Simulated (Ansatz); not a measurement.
C2H6O2 (`COCO`). Total charge 0; spin multiplicity 1. The geometry is a stationary point of PBE0-D4/def2-TZVP. It is one conformer, not always the lowest.

```xyz
10

C     0.891   -0.046    1.002
O    -0.267    0.620    0.550
C    -0.922   -0.049   -0.478
O    -0.201   -0.075   -1.675
H     1.311    0.552    1.810
H     0.643   -1.044    1.387
H     1.632   -0.151    0.204
H    -1.882    0.464   -0.594
H    -1.090   -1.102   -0.218
H    -0.115    0.830   -1.989
```

**Question.** What is the dipole moment at B3LYP/def2-TZVPP? (Estimate.)

**Answer.** Ansatz gave: 0.33 D, with components (0.07, 0.29, 0.15) D in this frame, pointing from negative to positive charge.

**Question.** And with PBE, r2SCAN, ωB97M-V? (Estimate.)

**Answer.** The calculation gave: PBE 0.36 D, r2SCAN 0.35 D, ωB97M-V 0.33 D.

**Question.** Give the Mulliken charges with B3LYP, PBE, r2SCAN in def2-TZVPP. (Best estimate.)

**Answer.** Ansatz gave: 
```csv
atom,B3LYP,PBE,r2SCAN
C1,-0.13,-0.15,0.00
O2,-0.32,-0.26,-0.33
C3,0.15,0.10,0.26
O4,-0.34,-0.30,-0.36
H5,0.11,0.11,0.07
H6,0.08,0.08,0.04
H7,0.10,0.10,0.07
H8,0.10,0.09,0.05
H9,0.06,0.06,0.02
H10,0.18,0.18,0.20
```

B3LYP here is the variant with VWN-RPA as its local correlation; programs differ in this.
